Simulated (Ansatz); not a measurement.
# Two structures, one formula

The two ends of one reaction step of CH₇SSi, doublet (PBE0-D4/def2-TZVP).

A:

H1  (-1.328, 1.082, -0.347)
C2  (-0.768, 1.069, 0.590)
Si3  (0.764, 0.023, 0.410)
S4  (-0.773, -1.992, -1.694)
H5  (-0.504, 2.097, 0.852)
H6  (-1.417, 0.674, 1.374)
H7  (1.649, 0.511, -0.679)
H8  (1.545, -0.028, 1.677)
H9  (0.386, -1.407, 0.075)
H10  (0.446, -2.030, -2.258)
(Å)

B:

```
10
angstrom
H -1.2285 -0.3873 -1.2123
C -0.5398 1.0072 0.6488
Si 0.9414 -0.0426 0.9722
S -1.2543 -1.3223 -2.1821
H -0.5046 1.8852 0.0107
H -1.4884 0.8505 1.1530
H 1.7573 -0.1695 -0.2652
H 1.8030 0.5775 2.0199
H 0.5278 -1.3894 1.4399
H -0.0136 -1.0091 -2.5848
```

Computed with Ansatz 0.2.0 (basis: def2-TZVPP); correlated methods freeze the cores; orbitals are unrestricted. B3LYP uses VWN-RPA correlation.

(1) Which structure is lower at CCSD(T), and by how much? (Judge from chemistry; the value comes from the calculation.)

No T1 diagnostic of these runs exceeds 0.013. ⟨S²⟩ of the unrestricted Hartree–Fock references: 0.76 to 0.77 (a pure state has 0.75).

Results:

(1) Computed: A, by 11.87 kcal/mol (electronic energy, against the other). By their contacts, A is a complex of CH₆Si ([CH3][SiH3]) + HS and B is a complex of CH₅Si ([CH2][SiH3]) + H₂S.

All methods give the same order:

```tsv
method	E(B) − E(A) (kcal/mol)
SPW92	17.51
PBE-D4	13.98
BLYP-D4	13.46
r2SCAN-D4	11.27
B97M-V	11.85
PBE0-D4	12.97
B3LYP-D4	12.90
r2SCAN0-D4	11.24
BHLYP-D4	12.06
CAM-B3LYP-D4	12.69
wB97X-V	12.65
wB97M-V	12.32
B2PLYP	12.40
PBE-QIDH	12.43
RPA on PBE	11.79
HF	7.62
MP2	12.44
CCSD	11.40
CCSD(T)	11.87
```

Labels in which every atom is bracketed show which atoms are joined, not bond orders.

For scale, one of the runs: CCSD(T)/def2-TZVPP, 213 basis functions (an equivalent command: `ansatz run in.yaml --threads 4`). The run took 3 min on 4 CPU threads (shared host), with 7.3 GiB of host memory at its peak.
